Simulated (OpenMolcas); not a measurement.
How basis sets differ on AlSiH4O (SMILES [AlH][O][SiH3])

AlSiH4O: 7 atoms, total charge 0, spin state doublet. SMILES: `[AlH][O][SiH3]`. The shape is that of a PBE0-D4/def2-TZVP optimisation. This is one conformer, not always the lowest.

```xyz
7

Al   -1.6437   -1.5037   -0.2011
O    -0.4030   -0.3686   -0.0473
Si    0.8709    0.5674    0.3358
H    -2.5801   -1.3528   -1.5002
H     1.2044    1.4636   -0.8027
H     0.5549    1.4012    1.5262
H     2.0578   -0.2752    0.6435
```

Quantity: the dipole moment, in D. The values are calculated.

```
              level          kind     program  value (D)  CPU time
ROHF/ANO-R0 (sfX2C)  Hartree–Fock  OpenMolcas       2.40     5.2 s
      ROHF/ANO-S-MB  Hartree–Fock  OpenMolcas       1.39     2.3 s
         UHF/STO-3G  Hartree–Fock  OpenMolcas       2.01     1.7 s
          UHF/3-21G  Hartree–Fock  OpenMolcas       1.08       2 s
    UHF/aug-cc-pVDZ  Hartree–Fock  OpenMolcas       0.78      17 s
```

The values span 0.78 to 2.40 D. Magnitudes only. Sets without polarisation functions give poor dipoles. CPU times are rough (shared hosts, several kinds of processor and program).
